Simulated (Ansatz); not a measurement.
Cartesian coordinates in Å:
```
C -0.818 0.237 -0.546
B 0.566 -0.293 -0.103
S 1.297 -0.208 1.495
H -0.694 0.952 -1.366
H -1.398 0.721 0.247
H -1.415 -0.584 -0.956
H 2.463 -0.826 1.229
```

Charge 0, multiplicity 2.

(1) List the CAM-B3LYP/def2-TZVPP orbital energies in eV (Ansatz). (Best estimate.)

Results:

(1) Computed: α occupied: -2420.11, -278.42, -218.16, -186.51, -162.73, -162.64, -162.58, -22.84, -21.42, -14.93, -13.40, -13.00, -12.20, -11.43, -9.56, -6.76. α empty: 0.30, 1.33, 2.36, 3.23, 3.59, 3.70, 4.13, 5.56. β occupied: -2420.10, -278.41, -218.16, -186.21, -162.73, -162.61, -162.59, -22.68, -21.33, -14.58, -12.98, -12.96, -11.91, -11.16, -9.55. β empty: -0.41, 0.73, 1.40, 2.39, 3.39, 3.58, 3.78, 4.27. ⟨S²⟩ = 0.753.
